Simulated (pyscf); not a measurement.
H₃C–B(F)–F + H₂ -> F–BH–F + CH₄ (four-centre exchange; singlet surface; B–C, H–H broken, B–H, C–H formed). PySCF, gas phase, ωB97X-D3(BJ)/def2-SVP geometries. Energies in kcal/mol from the separated reactants.

```
level                   barrier  reaction energy
----------------------  -------  ---------------
ωB97X-D3(BJ)/def2-TZVP     47.5             -2.9
PBE/def2-TZVP              39.9             -2.8
B3LYP-D3(BJ)/def2-TZVP     47.1             -3.6
PBE0-D3(BJ)/def2-TZVP      41.9             -2.7
M06-2X/def2-TZVP           48.0             -2.5
ωB97M-D3(BJ)/def2-TZVP     47.1             -3.1
```

The functionals in the table span 8.0 kcal/mol in this barrier, from PBE to M06-2X. At the saddle there is also a short B–H contact that neither side keeps. One saddle was located; it need not be the lowest between these sides.
